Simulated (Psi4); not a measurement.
**doublet C2H4Si+ at 3 levels**

Wanted: a comparison of 3 runs (U-r2SCAN/6-311+G**, UB3LYP/6-311+G**, UPBE0/6-311+G**) of doublet C2H4Si+. 

The results are computed with Psi4 1.11.

1 further run of the same task is left out (set aside as unsound or not needed).

## 1. The structure to begin with

C2H4Si+: 7 atoms, total charge +1, spin state doublet. As SMILES of the parent species, `C#C[SiH3]`. The shape is that of a PBE0-D4/def2-TZVP optimisation. That shape belongs to the parent species and isn't relaxed for this state.

Bond lengths: C1–C2 1.206 Å, C2–Si3 1.823 Å, C1–H4 1.066 Å, Si3–H5 1.483 Å, Si3–H6 1.483 Å, Si3–H7 1.483 Å. Angles: C1–C2–Si3 180.0°, C2–C1–H4 180.0°, C2–Si3–H5 109.3°, C2–Si3–H6 109.3°, C2–Si3–H7 109.3°, H5–Si3–H6 109.6°, H5–Si3–H7 109.6°, H6–Si3–H7 109.6°.

## 2. Energy and forces at U-r2SCAN/6-311+G(d,p) (run 1)

The input, input.json:

```json
{
  "schema_name": "qcschema_input",
  "schema_version": 1,
  "molecule": {
    "schema_name": "qcschema_molecule",
    "schema_version": 2,
    "symbols": ["C", "C", "Si", "H", "H", "H", "H"],
    "geometry": [-1.09736396, -3.53643347, 0.32541084, -0.41290516, -1.37288603, 0.11791891, 0.62323168, 1.89785195, -0.19615357, -1.70264324, -5.44902528, 0.50890325, -0.17857912, 2.88806844, -2.69285973, -0.53233585, 3.43571107, 1.842294, 3.41643586, 2.0085899, 0.00831479],
    "molecular_charge": 1,
    "molecular_multiplicity": 2,
    "fix_symmetry": "c1",
    "fix_com": true,
    "fix_orientation": true
  },
  "driver": "gradient",
  "model": {
    "method": "r2scan",
    "basis": "6-311+G**"
  },
  "keywords": {
    "reference": "uks",
    "puream": true,
    "e_convergence": 1e-09,
    "d_convergence": 1e-08,
    "scf_type": "pk",
    "dft_radial_points": 99,
    "dft_spherical_points": 590,
    "maxiter": 100
  }
}
```

Run with:

```sh
$ psi4 --qcschema input.json -n 1 --memory 1600MB
```

stdout:

```text
[...]
  Running in c1 symmetry.
[...]
  Nuclear repulsion =   83.047890723121355
[...]
  Multiplicity = 2
[...]
  Nalpha       = 15
  Nbeta        = 14
[...]
    Number of basis functions: 98
[...]
   @UKS iter   1:  -367.28620700123940    7.14211e-03   7.24881e-03 DIIS/ADIIS
[...]
   @UKS iter  30:  -367.59668965966284    8.24230e-12   4.83073e-09 DIIS
[...]
   @S^2 Observed:                7.565403405E-01
[...]
  @UKS Final Energy:  -367.59668965966284
   => Energetics <=
    Nuclear Repulsion Energy =             83.0478907231213554
    One-Electron Energy =                -662.9103545878895147
    Two-Electron Energy =                 245.0830211442353175
    DFT Exchange-Correlation Energy =     -32.8172469391299586
    Empirical Dispersion Energy =           0.0000000000000000
    VV10 Nonlocal Energy =                  0.0000000000000000
    Total Energy =                       -367.5966896596628430
[...]
  -Total Gradient:
     Atom            X                  Y                   Z
    ------   -----------------  -----------------  -----------------
       1        0.022533131056     0.070615796121    -0.006760987431
       2       -0.019115618797    -0.073281958608     0.007334550995
       3       -0.026584405956    -0.007569353448    -0.001020377188
       4        0.001881122437     0.006459614838    -0.000631795936
       5        0.008997710661     0.000611451534     0.005829567714
       6        0.009807047726    -0.000660881589    -0.004450562411
       7        0.002498671907     0.003879416300    -0.000307435387
[...]
```

The result, in JSON:

```text
{
 "driver": "gradient",
 "model": {
  "method": "r2scan",
  "basis": "6-311+G**"
 },
 "success": true,
 "return_result": [0.02253313105579191, 0.07061579612100616, -0.0067609874313548715, -0.019115618797117553, -0.07328195860801529, 0.007334550995214295, -0.026584405955826812, -0.007569353448125333, -0.0010203771880238095, 0.0018811224373538743, 0.006459614838434158, -0.0006317959361569377, 0.008997710660935278, 0.0006114515335928217, 0.005829567714141837, 0.00980704772578788, -0.000660881589114079, -0.004450562411024345, 0.0024986719068120222, 0.0038794163001855935, -0.00030743538692163536],
 "properties": {
  "calcinfo_nbasis": 98,
  "calcinfo_nmo": 98,
  "calcinfo_nalpha": 15,
  "calcinfo_nbeta": 14,
  "calcinfo_natom": 7,
  "nuclear_repulsion_energy": 83.04789072312136,
  "return_energy": -367.59668965966284,
  "return_gradient": [0.02253313105579191, 0.07061579612100616, -0.0067609874313548715, -0.019115618797117553, -0.07328195860801529, 0.007334550995214295, -0.026584405955826812, -0.007569353448125333, -0.0010203771880238095, 0.0018811224373538743, 0.006459614838434158, -0.0006317959361569377, 0.008997710660935278, 0.0006114515335928217, 0.005829567714141837, 0.00980704772578788, -0.000660881589114079, -0.004450562411024345, 0.0024986719068120222, 0.0038794163001855935, -0.00030743538692163536],
  "scf_one_electron_energy": -662.9103545878895,
  "scf_two_electron_energy": 245.08302114423532,
  "scf_xc_energy": -32.81724693912996,
  "scf_dipole_moment": [-0.38674911065077877, -0.7857345763831272, 0.04957414656641407],
  "scf_total_energy": -367.59668965966284,
  "scf_total_gradient": [0.02253313105579191, 0.07061579612100616, -0.0067609874313548715, -0.019115618797117553, -0.07328195860801529, 0.007334550995214295, -0.026584405955826812, -0.007569353448125333, -0.0010203771880238095, 0.0018811224373538743, 0.006459614838434158, -0.0006317959361569377, 0.008997710660935278, 0.0006114515335928217, 0.005829567714141837, 0.00980704772578788, -0.000660881589114079, -0.004450562411024345, 0.0024986719068120222, 0.0038794163001855935, -0.00030743538692163536],
  "scf_iterations": 30
 }
}
```

Run time: 97 s. Hardware: 1 thread of AMD EPYC 9R45 (Zen 5), shared host; peak memory 0.85 GiB.

## 3. Energy and gradient at UB3LYP/6-311+G(d,p) (run 2)

The input, c2h4si.inp:

```
memory 1.6 GB

molecule molecule1 {
  1 2
  C     -0.580700    -1.871400     0.172200
  C     -0.218500    -0.726500     0.062400
  Si     0.329800     1.004300    -0.103800
  H     -0.901000    -2.883500     0.269300
  H     -0.094500     1.528300    -1.425000
  H     -0.281700     1.818100     0.974900
  H      1.807900     1.062900     0.004400
  symmetry c1
  no_reorient
  no_com
}

set {
  basis 6-311+G**
  reference uks
  puream true
  e_convergence 1e-09
  d_convergence 1e-08
  scf_type pk
  dft_radial_points 99
  dft_spherical_points 590
  maxiter 100
}

e_tot, wfn = gradient("b3lyp", return_wfn=True)
oeprop(wfn, "WIBERG_LOWDIN_INDICES", "MAYER_INDICES", "MULLIKEN_CHARGES")
print_variables()
```

Run with:

```sh
$ psi4 -i c2h4si.inp -o c2h4si.out -n 1
```

c2h4si.out:

```text
[...]
  Running in c1 symmetry.
[...]
  Nuclear repulsion =   83.047890735857266
[...]
  Multiplicity = 2
[...]
  Nalpha       = 15
  Nbeta        = 14
[...]
    Number of basis functions: 98
[...]
   @UKS iter   1:  -367.42218054536812   -6.97379e-02   6.99185e-03 DIIS/ADIIS
[...]
   @UKS iter  29:  -367.70235616101132   -1.72804e-11   2.80900e-09 DIIS
[...]
   @S^2 Observed:                7.548167581E-01
[...]
  @UKS Final Energy:  -367.70235616101132
   => Energetics <=
    Nuclear Repulsion Energy =             83.0478907358572656
    One-Electron Energy =                -662.9333750598864299
    Two-Electron Energy =                 238.7493547212327769
    DFT Exchange-Correlation Energy =     -26.5662265582148649
    Empirical Dispersion Energy =           0.0000000000000000
    VV10 Nonlocal Energy =                  0.0000000000000000
    Total Energy =                       -367.7023561610113234
[...]
  -Total Gradient:
     Atom            X                  Y                   Z
    ------   -----------------  -----------------  -----------------
       1        0.020703028388     0.065432597019    -0.006291932114
       2       -0.018384175277    -0.062725690824     0.009218248583
       3       -0.015042150624    -0.020182968675    -0.016824457835
       4        0.001902135862     0.006032675740    -0.000593353881
       5        0.005166192499     0.002670205847     0.009084349911
       6        0.005918461773     0.003268116377     0.001265405456
       7       -0.000263524177     0.005504945938     0.004141791514
[...]
```

It took 40 s on 1 thread of AMD EPYC 9R45 (Zen 5), shared host; peak memory 0.85 GiB.

## 4. Energy and gradient at UPBE0/6-311+G(d,p) (run 3)

The input, calc.dat:

```
memory 1.6 GB

molecule {
  1 2
  C     -0.580700    -1.871400     0.172200
  C     -0.218500    -0.726500     0.062400
  Si     0.329800     1.004300    -0.103800
  H     -0.901000    -2.883500     0.269300
  H     -0.094500     1.528300    -1.425000
  H     -0.281700     1.818100     0.974900
  H      1.807900     1.062900     0.004400
  symmetry c1
  no_reorient
  no_com
}

set globals {
  reference            uks
  puream               true
  e_convergence        1e-09
  d_convergence        1e-08
  scf_type             pk
  dft_radial_points    99
  dft_spherical_points 590
  maxiter              100
}

e_tot = gradient("pbe0/6-311+G**")
```

Run with:

```sh
$ psi4 calc.dat calc.out -n 1
```

calc.out:

```text
[...]
  Running in c1 symmetry.
[...]
  Nuclear repulsion =   83.047890735857266
[...]
  Multiplicity = 2
[...]
  Nalpha       = 15
  Nbeta        = 14
[...]
    Number of basis functions: 98
[...]
   @UKS iter   1:  -367.20844445275037   -1.16573e-01   6.35936e-03 DIIS/ADIIS
[...]
   @UKS iter  31:  -367.44578766107622   -2.84217e-12   1.81699e-09 DIIS
[...]
   @S^2 Observed:                7.555416248E-01
[...]
  @UKS Final Energy:  -367.44578766107622
   => Energetics <=
    Nuclear Repulsion Energy =             83.0478907358572656
    One-Electron Energy =                -662.9213046990876137
    Two-Electron Energy =                 237.1397768817271015
    DFT Exchange-Correlation Energy =     -24.7121505795729703
    Empirical Dispersion Energy =           0.0000000000000000
    VV10 Nonlocal Energy =                  0.0000000000000000
    Total Energy =                       -367.4457876610762241
[...]
  -Total Gradient:
     Atom            X                  Y                   Z
    ------   -----------------  -----------------  -----------------
       1        0.021431256838     0.067672133014    -0.006463502292
       2       -0.019840516908    -0.067264855284     0.009624438394
       3       -0.014371559231    -0.019984214238    -0.015599078441
       4        0.002351958657     0.007477910974    -0.000748553143
       5        0.005567174597     0.003152305648     0.009588286570
       6        0.006339582412     0.003059423955    -0.000018560785
       7       -0.001477827209     0.005887382804     0.003616765372
[...]
```

Wall time 42 s (1 thread of AMD EPYC 9R45 (Zen 5), shared host); peak memory 0.85 GiB.

## 5. Overview of the runs

```
run               level                 properties  energy (Eh)  HOMO energy (eV)  LUMO energy (eV)   ⟨S²⟩  wall time
  1  U-r2SCAN/6-311+G**                          –  -367.596690            -14.04            -13.50  0.757       97 s
  2    UB3LYP/6-311+G**  (wiberg, mayer, mulliken)  -367.702356            -14.79            -13.12  0.755       40 s
  3     UPBE0/6-311+G**                          –  -367.445788            -14.99            -12.86  0.756       42 s
```

## 6. Summary of results

```
                                 quantity          value
                      run 3: total energy  -367.44579 Eh
run 3: HOMO energy (highest over α and β)      -14.99 eV
 run 3: LUMO energy (lowest over α and β)      -12.86 eV
                              run 3: ⟨S²⟩          0.756
          run 3: largest force on an atom     3.665 eV/Å
```

Totals of different functionals can't be ranked against each other. All runs together took 3 min, the longest 97 s.
